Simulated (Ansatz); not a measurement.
Rock-salt MgS was calculated with G0W0@PBE+SOC (Ansatz, a first-principles code, plane waves, hard PAW, contour deformation, complete-basis limit, spin–orbit shift from PBE).

Numerical settings: largest k mesh 10×10×10 (not extrapolated in the mesh).

Cell (measured lattice):

```
CELL_PARAMETERS angstrom
      0.00000     2.60165     2.60165
      2.60165     0.00000     2.60165
      2.60165     2.60165     0.00000
ATOMIC_POSITIONS crystal
  Mg 0.00000 0.00000 0.00000
  S  0.50000 0.50000 0.50000
```

### Question
Predict the band gap.

### Answer

- band gap: 4.35 eV

Note: spin–orbit coupling enters as the shift of the gap found with a semilocal functional; cell and atoms aren't relaxed at this level.

It cost around 80 core-minutes (rough) of CPU time.
